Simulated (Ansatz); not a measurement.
Process, species as SMILES: [Si](Cl)Cl (closed-shell singlet) + 3 [H][H] (H2) → 2 Cl (HCl) + [SiH4] (SiH4)
B3LYP-D3(BJ)/def2-TZVP geometries, fixed; electronic energies without zero-point terms.

Effect of a fitting basis named in the input at r2SCAN/def2-TZVPP with Ansatz (a first-principles code), against the last row, where the energy of full hydrogenation is -3.11 kcal/mol. The default fits or decomposes integrals by the program's own choice; accuracy: high also tightens integrals, grids and stops.

```csv
setting,largest shift of a total energy (mEh),shift of the energy of full hydrogenation (kcal/mol)
fitting: def2-SV(P)-JKFIT,-0.044,0.014
fitting: def2-universal-JKFIT,-0.044,0.014
fitting: cc-pVTZ-JKFIT,-0.028,-0.013
fitting: cc-pVQZ-JKFIT,-0.010,-0.003
fitting: cc-pV5Z-JKFIT,-0.009,-0.003
fitting: def2-universal-JFIT,-0.168,0.088
accuracy: high,0.001,0.000
accuracy: medium (default),0.000,0.000
```

Within 0.05 kcal/mol in the energy of full hydrogenation: fitting: def2-SV(P)-JKFIT; fitting: def2-universal-JKFIT; fitting: cc-pVTZ-JKFIT; fitting: cc-pVQZ-JKFIT; fitting: cc-pV5Z-JKFIT; accuracy: high. The largest shift is 0.168 mEh in a total energy and 0.088 kcal/mol in the difference.
